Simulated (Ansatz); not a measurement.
**C2H3F (SMILES C=CF): B3LYP/6-31G(d) (spherical functions)**

What is the vertical singlet–triplet gap of C2H3F at B3LYP/6-31G* (spherical functions)? 

Program for the calculation: Ansatz 0.2.0.

44 further runs of the same task are left out: 44 set aside as unsound or not needed.

**1. The structure to begin with**

C2H3F has 6 atoms, charge 0, and is taken as a singlet. As SMILES, `C=CF`. Geometry: relaxed at PBE0-D4/def2-TZVP.

Bond lengths: C1–C2 1.316 Å, C2–F3 1.336 Å, C1–H4 1.082 Å, C1–H5 1.081 Å, C2–H6 1.084 Å. Angles: C1–C2–F3 122.3°, C1–C2–H6 125.7°, F3–C2–H6 112.0°, C2–C1–H4 121.6°, C2–C1–H5 119.2°, H4–C1–H5 119.2°.

**2. A single-point energy at B3LYP/6-31G(d) (spherical functions)**

job.yaml reads:

```yaml
crystal:
  periodic: [false, false, false]
  atoms:
    - symbol: C
      position_ang: [-0.536200, 0.076400, -0.442800]
    - symbol: C
      position_ang: [0.490000, -0.016300, 0.376600]
    - symbol: F
      position_ang: [0.966200, -1.192400, 0.795500]
    - symbol: H
      position_ang: [-1.043900, -0.803300, -0.816600]
    - symbol: H
      position_ang: [-0.880200, 1.054100, -0.749700]
    - symbol: H
      position_ang: [1.046100, 0.817400, 0.790700]
basis:
  gaussian:
    orbitals: 6-31G_st_-spherical.json
hamiltonian:
  xc: {name: B3LYP}
accuracy: high
output:
  orbitals: {seedname: orbitals}
```

The basis set 6-31G* is read from a file made from the Basis Set Exchange's data (not shown).

Started as:

```console
$ ansatz run job.yaml --threads 1 --pin off --max-ram 3480MiB --events-out events.jsonl --progress --plain --runs-dir runs
```

Standard output:

```text
Warning: RAYON_NUM_THREADS=1 ignored (pool sized by the plan → 1); use --threads N
Functional definition: B3LYP
  name "B3LYP"
  parameter a0 = 0.2
  parameter ax = 0.72
  parameter ac = 0.81
  exchange = (1 - a0 - ax)*slater_x + ax*b88_x + a0*exact_x
  correlation = (1 - ac)*vwn_rpa_c + ac*lyp_c
1093 factors; integrals over basis functions are off by at most 3.4e-9 eV
mean field evaluation 1: about -4835.4452 eV, gradient 3.7e1 eV
mean field evaluation 2: about -4834.4150 eV, gradient 4.0e1 eV
mean field evaluation 4: about -4838.6454 eV, gradient 1.2e0 eV
mean field evaluation 8: about -4838.6400 eV, gradient 2.2e-2 eV
mean field evaluation 16: about -4838.6400 eV, gradient 1.1e-7 eV
mean field -4838.63998578 eV, -177.8167397295 hartree, gradient 1.0e-8 eV, S^2 0.000000; 0 other end points of the search recorded, 0 dependent functions left out
reference -4838.64001090 eV, -177.8167406527 hartree; 12, 12 occupied and 36, 36 virtual orbitals, 1093 factors
Total energy: -4838.64001090 eV, -177.8167406527 hartree
```

Run time: 3.3 s. Hardware: 1 thread of Intel Xeon Platinum 8259CL at 2.50GHz (Skylake/Cascade Lake), shared host; peak memory 0.14 GiB.

**3. The triplet at the same level**

run.yaml reads:

```yaml
crystal:
  periodic: [false, false, false]
  atoms:
    - {symbol: C, position_ang: [-0.536200, 0.076400, -0.442800]}
    - {symbol: C, position_ang: [0.490000, -0.016300, 0.376600]}
    - {symbol: F, position_ang: [0.966200, -1.192400, 0.795500]}
    - {symbol: H, position_ang: [-1.043900, -0.803300, -0.816600]}
    - {symbol: H, position_ang: [-0.880200, 1.054100, -0.749700]}
    - {symbol: H, position_ang: [1.046100, 0.817400, 0.790700]}
basis:
  gaussian:
    orbitals: 6-31G_st_-spherical.json
magnetization:
  spin_polarized: true
  initial_magnetization: 2
hamiltonian:
  xc: {name: B3LYP}
accuracy: high
output: {orbitals: {seedname: orbitals}}
```

The basis set 6-31G* is read from a file made from the Basis Set Exchange's data (not shown).

Started as:

```console
$ ansatz run run.yaml --threads 1 --pin off --max-ram 3480MiB --events-out events.jsonl --progress --plain --runs-dir runs
```

Standard output, shortened:

```text
Warning: RAYON_NUM_THREADS=1 ignored (pool sized by the plan → 1); use --threads N
[... 7 set-up lines as earlier in the session ...]
1093 factors; integrals over basis functions are off by at most 3.4e-9 eV
mean field evaluation 1: about -4830.9117 eV, gradient 2.4e1 eV
mean field evaluation 2: about -4830.8501 eV, gradient 2.5e1 eV
mean field evaluation 4: about -4833.8261 eV, gradient 2.2e0 eV
mean field evaluation 8: about -4833.9850 eV, gradient 1.1e-1 eV
mean field evaluation 16: about -4833.9851 eV, gradient 2.7e-5 eV
mean field -4833.98512840 eV, -177.6456768760 hartree, gradient 4.4e-8 eV, S^2 2.006361; 0 other end points of the search recorded, 0 dependent functions left out
reference -4833.98515389 eV, -177.6456778126 hartree; 13, 11 occupied and 35, 37 virtual orbitals, 1093 factors
Total energy: -4833.98515389 eV, -177.6456778126 hartree
```

Run time: 5.4 s. Hardware: 1 thread of Intel Xeon Platinum 8259CL at 2.50GHz (Skylake/Cascade Lake), shared host; peak memory 0.19 GiB.

**4. Summary of results**

At B3LYP/6-31G* (spherical functions):

```
                                        quantity          value
                           singlet: total energy  -177.81674 Eh
                            singlet: HOMO energy       -7.08 eV
                            singlet: LUMO energy        0.69 eV
                          singlet: HOMO–LUMO gap        7.76 eV
                           triplet: total energy  -177.64568 Eh
     triplet: HOMO energy (highest over α and β)       -2.46 eV
                                   triplet: ⟨S²⟩          2.006
vertical energy of the triplet above the singlet       4.655 eV
```

**Reading.** At this shape the triplet lies 4.65 eV (449 kJ/mol) above the singlet.
